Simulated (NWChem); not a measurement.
System: chloromethane (CH3Cl); SMILES CCl

Input file for NWChem:

```
start job
memory heap 200 mb stack 900 mb global 1100 mb
geometry units angstroms
  C      0.000000     0.000000    -1.110906
  Cl     0.000000     0.000000     0.664417
  H      0.732981     0.732981    -1.470125
  H      0.268290    -1.001270    -1.470125
  H     -1.001270     0.268290    -1.470125
end
basis spherical
  * library def2-svp
end
dft
  xc becke88 lyp
  iterations 150
end
driver
  maxiter 120
end
task dft optimize
task dft freq
```

The level has its own optimisation; frequencies are unscaled.

Q: Predict the main results of this run. (BLYP/def2-SVP.) Quantities: r C–Cl (Å); r C–H (Å); highest harmonic frequency (cm⁻¹); lowest (cm⁻¹); zero-point energy (kcal/mol); dipole (D).

A: 
| Quantity | Result |
|---|---|
| r C–Cl (Å) | 1.814 |
| r C–H (Å) | 1.105 |
| highest harmonic frequency (cm⁻¹) | 3087 |
| lowest (cm⁻¹) | 689 |
| zero-point energy (kcal/mol) | 22.8 |
| dipole (D) | 1.73 |
